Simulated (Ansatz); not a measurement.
The input, for Ansatz 0.2.0:

```yaml
crystal:
  periodic: [false, false, false]
  atoms:
    - {symbol: Ge, position_ang: [0.000000, 0.059541, 0.505922]}
    - {symbol: B, position_ang: [0.000000, 0.451319, -1.675815]}
    - {symbol: N, position_ang: [0.000000, -0.753893, -1.154331]}
    - {symbol: H, position_ang: [0.000000, 1.344614, -2.445184]}
basis:
  gaussian: {orbitals: cc-pVDZ}
total_charge: 1
magnetization: {spin_polarized: false}
correlation: {method: ccsdt_q, electrons: outside_noble_gas}
```

```sh
$ ansatz run in.yaml --threads 1 --pin off --events-out ev --progress --plain --max-ram 2393MiB
```

The program prints:

```
1158 factors; integrals over basis functions are off by at most 1.5e-7 eV
mean field evaluation 1: about -58623.6308 eV, gradient 6.6e1 eV
mean field evaluation 2: about -58623.7502 eV, gradient 6.6e1 eV
mean field evaluation 4: about -58634.1480 eV, gradient 5.8e0 eV
mean field evaluation 8: about -58634.3225 eV, gradient 2.4e-1 eV
mean field evaluation 16: about -58623.6321 eV, gradient 6.6e1 eV
mean field evaluation 32: about -58623.3240 eV, gradient 1.7e1 eV
mean field evaluation 64: about -58624.4384 eV, gradient 5.6e-3 eV
mean field -58634.32355901 eV, -2154.7716470218 hartree, gradient 2.2e-6 eV, S^2 0.000000; 0 other end points of the search recorded, 0 dependent functions left out
16 core orbitals not correlated: weight in the atoms' cores, before any rotation towards them, 0.998 or more for the frozen orbitals, at most 0.002 for the correlated occupied ones
reference -58634.32355901 eV, -2154.7716470218 hartree; 6, 6 occupied and 38, 38 virtual orbitals, 1158 factors
second order -8.28941852 eV of doubles, -0.00000000 eV of singles
cycle   1  -8.24031768 eV  change    4.9e-2 eV  update   1.3e-1
cycle   2  -8.81599438 eV  change   -5.8e-1 eV  update   7.7e-2
cycle   3  -9.19689247 eV  change   -3.8e-1 eV  update   3.3e-2
cycle   4  -9.18951516 eV  change    7.4e-3 eV  update   1.3e-2
cycle   5  -9.17355368 eV  change    1.6e-2 eV  update   6.2e-3
cycle   6  -9.18041301 eV  change   -6.9e-3 eV  update   2.9e-3
cycle   7  -9.18520827 eV  change   -4.8e-3 eV  update   1.3e-3
cycle   8  -9.18410348 eV  change    1.1e-3 eV  update   4.6e-4
cycle   9  -9.18365392 eV  change    4.5e-4 eV  update   2.1e-4
cycle  10  -9.18390329 eV  change   -2.5e-4 eV  update   8.2e-5
cycle  11  -9.18377611 eV  change    1.3e-4 eV  update   4.1e-5
cycle  12  -9.18377866 eV  change   -2.5e-6 eV  update   2.2e-5
cycle  13  -9.18378929 eV  change   -1.1e-5 eV  update   9.4e-6
cycle  14  -9.18377816 eV  change    1.1e-5 eV  update   4.0e-6
cycle  15  -9.18377744 eV  change    7.2e-7 eV  update   2.1e-6
cycle  16  -9.18378079 eV  change   -3.3e-6 eV  update   1.1e-6
cycle  17  -9.18378151 eV  change   -7.2e-7 eV  update   6.3e-7
perturbative correction -0.05007604 eV, -0.0018402606 hartree
Total energy: -58643.55741656 eV, -2155.1109850278 hartree
```

Ran on 1 thread of Arm Neoverse V2, shared host: 12 s wall, 0.26 GiB peak host memory.
